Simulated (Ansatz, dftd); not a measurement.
Reaction: CHO2 (SMILES [O]C=O, doublet) → CHO2- (SMILES C([O-])=O) (an electron is taken up)
Each species at its own B3LYP-D3(BJ)/def2-TZVP minimum (Ansatz, a program for electronic structure).

Quantity: adiabatic electron affinity (electronic), positive where energy is released, in eV. Open shells are spin-unrestricted; no spin-orbit coupling. Cores are frozen in correlated methods. No relativity. CBS(X,Y): correlation extrapolated as X^-3, Hartree-Fock from the larger set. A bracket is a step between two methods taken in the basis named. Double hybrids freeze cores in their MP2 part. def2-TZVPD holds few diffuse functions, which lowers the functionals' binding of the extra electron. The UHF reference of CHO2 ([O]C=O, doublet) is spin-contaminated (<S^2> up to 0.04 over the pure value in the sets run). The determinant of CHO2 ([O]C=O, doublet) is a saddle point of the SCF energy; a lower one exists, which strains HF and MP2.

```tsv
level	program	adiabatic electron affinity (eV)
HF/aug-cc-pVTZ	Ansatz	3.16
r2SCAN-D3(BJ)/def2-TZVPD	Ansatz + dftd3	3.17
B3LYP/def2-TZVPD	Ansatz	3.48
r2SCANh-D4/def2-TZVPD	Ansatz + dftd4	3.26
CAM-B3LYP-D3(BJ)/def2-TZVPD	Ansatz + dftd3	3.63
CAM-B3LYP-D4/def2-TZVPD	Ansatz + dftd4	3.64
wB97M-V/def2-TZVPD	Ansatz	3.60
B2PLYP-D4/def2-TZVPD	Ansatz + dftd4	3.58
MP2/aug-cc-pVQZ	Ansatz	3.67
MP2/CBS(aug-cc-pVTZ,aug-cc-pVQZ)	Ansatz	3.71
CCSD/CBS(aug-cc-pVTZ,aug-cc-pVQZ)	Ansatz	3.74
CCSDT(Q)/aug-cc-pVDZ	Ansatz	___
CCSD(T)/CBS(aug-cc-pVTZ,aug-cc-pVQZ) + [CCSDT(Q) - CCSD(T)]/aug-cc-pVDZ	Ansatz	3.62
```

Complete the blanks.


- CCSDT(Q)/aug-cc-pVDZ, adiabatic electron affinity (eV): 3.45
